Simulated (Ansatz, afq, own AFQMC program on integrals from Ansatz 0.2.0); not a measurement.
## Atomization energy of CH$_{3}$Si, doublet

```xyz
5

Si    0.0000    0.0000    0.4916
C     0.0000    0.0000   -1.1766
H     0.0000    1.2470    1.2863
H     0.0000   -1.2470    1.2863
H     0.0000    0.0000   -2.2494
```

Connectivity, by distances: SiH2–CH.

Atoms in their ground-state spins without spin–orbit coupling (mostly on UHF) minus the molecule (ROHF), without zero-point energy. The geometry is a stationary point, not shown to be a minimum.

Basis cc-pVDZ. Noble-gas cores (and the filled d shells of Ga–Kr and In–Xe) are frozen. Integrals, coupled cluster, full CI and functionals: Ansatz 0.2.0; the random walks run on the same integrals in our own AFQMC program. The CISD trial takes its coefficients from CCSD amplitudes. Released means that phaseless walkers are propagated on without the constraint, phases kept. Error bars are statistical, one sigma. The errors of all members are added in quadrature.

No full CI on the walks' own integrals is used here; CCSDT(Q) serves as the reference and is uncertain by about the last step of the cluster series. Each member takes its own surest rung, up to full CI.

Errors are counted within cc-pVDZ, not against nature.

Cautions: CH₃Si (doublet): higher spins were not checked, a spin-contaminated unrestricted determinant lies lower (UHF 359 meV lower, ⟨S²⟩ 1.16).

Reference (CCSDT(Q)): 13.543 eV.

```tsv
level	atomization energy (eV)	error against CCSDT(Q) (eV)
HF	10.269	-3.273
MP2	13.419	-0.123
CCSD	13.321	-0.222
CCSD(T)	13.509	-0.034
CCSDT	13.528	-0.015
ph-AFQMC/HF	13.700 ± 0.058	0.157 ± 0.058
ph-AFQMC/CISD	13.543 ± 0.017	0.000 ± 0.017
released AFQMC	13.535 ± 0.019	-0.008 ± 0.019
```

Correlation beyond CCSD(T) adds 0.034 eV. The perturbative (T) step is worth +0.188 eV.

A walk keeps the symmetry of its determinant, which the program's search chose and which needn't be the lowest solution, so a lower state of the same spin and another symmetry isn't excluded. Released energies are given only where the last usable release times agree within the noise; a slower fall can still hide under it.
